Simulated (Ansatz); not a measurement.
C4H7NO can be A, `CC1=NCCO1`, or B, `CC1C=NCO1`.

Isolated molecules relaxed with PBE0-D4/def2-TZVP in Ansatz; ΔE leaves out vibrations. CCSD(T)/CBS adds triple-zeta CCSD(T) − MP2 to the extrapolated MP2 energy (def2 sets, frozen cores). DFT in def2-TZVPP. B3LYP here is the variant with VWN-RPA as its local correlation; programs differ in this.

A:

Z-matrix (Å, degrees):
```
C
C 1 1.480
H 1 1.092 2 110.1
H 1 1.092 2 110.1 3 -118.2
H 1 1.087 2 109.6 3 120.9
N 2 1.265 1 126.6 3 -121.4
O 2 1.357 1 114.9 3 58.6
C 6 1.457 2 106.8 1 -179.8
C 7 1.435 2 106.1 1 -179.7
H 8 1.093 6 109.8 2 120.5
H 8 1.093 6 109.9 2 -121.8
H 9 1.092 7 108.3 2 -121.8
H 9 1.092 7 108.3 2 120.2
```

B:

```xyz
13

C    -1.2990   -0.0077    1.1381
C    -0.3147   -0.5592    0.1260
C    -0.3160    0.1576   -1.1928
N     0.8050    0.6358   -1.5226
C     1.7326    0.2929   -0.4766
O     1.0215   -0.3783    0.5533
H    -1.1416    1.0631    1.2818
H    -2.3266   -0.1716    0.8034
H    -1.1681   -0.5097    2.0979
H    -0.5159   -1.6320   -0.0282
H    -1.1973    0.2665   -1.8206
H     2.5189   -0.3558   -0.8845
H     2.2012    1.1984   -0.0754
```

Q: Which is lower in electronic energy at CCSD(T)/CBS, and by how much? (Estimate.)

A: The calculation gave: A, by 10.8 kcal/mol.

Q: Give E(B) − E(A) in kcal/mol with B3LYP-D4, CCSD(T)/def2-TZVPP, CCSD/def2-TZVPP, MP2/def2-TZVPP, B3LYP, PBE0-D4, PBE-D4. (Best estimate.)

A: The calculation gave: B3LYP-D4 11.6, CCSD(T)/def2-TZVPP 10.8, CCSD/def2-TZVPP 10.5, MP2/def2-TZVPP 11.4, B3LYP 11.9, PBE0-D4 12.2, PBE-D4 12.5. None reverses the order clearly.

Q: Does the order hold for the free energy at 298.15 K (harmonic terms from PBE0-D4)? (Best estimate.)

A: Computed: Yes: G(B) − G(A) = +11.1 kcal/mol. Modes under 60 cm⁻¹, often nearly free rotors, make the harmonic entropy too high.

Largest T1 diagnostic: 0.013.

Leaving LDA and LC-ωPBE aside and taking each functional with its dispersion term where it has one, the values, not all of them listed here, spread over 1.4 kcal/mol, from BHLYP-D4 to r2SCAN-D4.
